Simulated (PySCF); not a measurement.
Species: hydrazinium(1+), N₂H₅ (charge +1).
Cartesian coordinates in Å at the PBE0-D3(BJ)/def2-SVP level; atoms count from 1:
```
atom  x, y, z in Å
N1     0.075    0.395   -0.792
N2    -0.226   -0.218    0.446
H3     0.679    1.202   -0.631
H4     0.555   -0.275   -1.394
H5    -0.726    0.455    1.046
H6     0.568   -0.597    0.996
H7    -0.892   -0.990    0.288
```

All values: PBE0/pcSseg-1 and wB97X-D/def2-SVPD (PySCF, non-relativistic), on one gas-phase PBE0-D3(BJ)/def2-SVP geometry that isn't relaxed in the solvent. The solvent is an IEF-PCM continuum (Bondi radii, 1.10 Å for H, scaled by 1.2). Specific hydrogen bonds and non-electrostatic terms are outside this model.

Gas phase at PBE0/pcSseg-1: HOMO -14.39 eV, LUMO -5.44 eV.

Task: What does the continuum do to the energy and the frontier levels at PBE0/pcSseg-1 in dichloromethane and acetonitrile?

Result: 
```
        solvent      ε  E(solvent) − E(gas) (kJ/mol)  polarisation term (kJ/mol)  distortion of the solute (kJ/mol)  HOMO (eV)  LUMO (eV)
dichloromethane   8.93                       -298.46                     -301.71                               3.25      -9.23       0.17
   acetonitrile  35.69                       -328.02                     -332.32                               4.30      -8.76       0.72
```

The first energy column is the sum of the next two and covers electrostatics alone. From dichloromethane to acetonitrile the lowering changes by a factor 1.10, Born's factor 1 − 1/ε by 1.09 and ε itself by 4.0.

Task: Which radius a makes Born's formula ΔE = −(q²/2a)(1 − 1/ε) give the value in acetonitrile?

Result: a = q²(1 − 1/ε)/(2|ΔE|) = 2.06 Å, with q = +1 e and |ΔE| = 0.1249 Eh; the farthest nucleus lies 1.52 Å from the centroid of the nuclei. The formula assumes a point charge at the centre of a sphere.

Task: Which Hirshfeld charges (PBE0/pcSseg-1) respond most in acetonitrile (means over atoms taken as equivalent)?

Result: 
```tsv
atoms	environment	gas (e)	solvent (e)	change
N1	nitrogen bonded to N and 2 H	-0.107	-0.132	-0.025
N2	nitrogen bonded to N and 3 H	+0.082	+0.094	+0.012
H5/H6/H7	N–H hydrogen	+0.226	+0.234	+0.008
H3/H4	N–H hydrogen	+0.173	+0.168	-0.005
```

Task: How do the nuclear quadrupole coupling constants eQVzz/h respond in acetonitrile?

Result: 
```
  nucleus  Q (barn)  gas (MHz)  solvent (MHz)  η gas  η solvent
14N at N1   0.02044      -7.35          -7.08   0.85       0.81
14N at N2   0.02044       1.78           2.21   0.14       0.07
```

Gas phase at wB97X-D/def2-SVPD: HOMO -16.43 eV, LUMO -3.63 eV.

Task: What does the continuum do to the energy and the frontier levels at wB97X-D/def2-SVPD in acetonitrile?

Result: 
```
     solvent      ε  E(solvent) − E(gas) (kJ/mol)  polarisation term (kJ/mol)  distortion of the solute (kJ/mol)  HOMO (eV)  LUMO (eV)
acetonitrile  35.69                       -327.06                     -333.29                               6.23     -10.80       2.22
```

The atom shares or the degeneracy of the LUMO differ from the gas phase in acetonitrile, so that column needn't follow one orbital.

Task: How does the static polarisability (wB97X-D/def2-SVPD, frozen core, with the continuum's full static response) change?

Result: 
```json
{"medium": "gas", "isotropic (au)": "17.4", "principal values (au)": "15.8, 16.4, 19.9", "⟨r²⟩ of the electrons (bohr²)": "80.3"}
{"medium": "acetonitrile", "isotropic (au)": "21.7", "principal values (au)": "20.3, 20.6, 24.3", "⟨r²⟩ of the electrons (bohr²)": "80.5"}
```

The isotropic value in acetonitrile is 1.25 times the gas-phase one; no cavity-field correction is applied. ⟨r²⟩ is taken about the centre of nuclear charge.

The pairwise dispersion term of wB97X-D wasn't added to the energies; at a given geometry it leaves orbitals and properties as they are.
